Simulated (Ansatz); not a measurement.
Cartesian coordinates (Å):
SMILES: CN(C)C
```xyz
13

C      1.3872    -0.0121    -0.0612
N     -0.0068    -0.0722    -0.4429
C     -0.6964    -1.1903     0.1627
C     -0.6927     1.1825    -0.2240
H      1.8955     0.8012    -0.6033
H      1.8928    -0.9570    -0.3170
H      1.5386     0.1654     1.0307
H     -1.7301    -1.2489    -0.2137
H     -0.7470    -1.1270     1.2763
H     -0.1890    -2.1341    -0.0933
H     -0.7432     1.4762     0.8520
H     -0.1825     1.9947    -0.7661
H     -1.7264     1.1217    -0.6002
```
Charge 0, multiplicity 1.

The numbers are results of frozen-core CCSD(T)/def2-TZVPP // B3LYP-D3(BJ)/def2-SVP (Ansatz, a first-principles code), not measurements.

```json
{
 "HF energy": "-173.33697 Ha",
 "MP2 correlation energy": "-0.75176 Ha"
}
```

Q: Estimate the CCSD correlation energy, the (T) correction, the total energy and the T1 diagnostic.

A: 
```
Property                         Value
-----------------------  -------------
CCSD correlation energy    -0.79649 Ha
(T) correction             -0.03040 Ha
CCSD(T) total energy     -174.16387 Ha
T1 diagnostic                    0.009
```
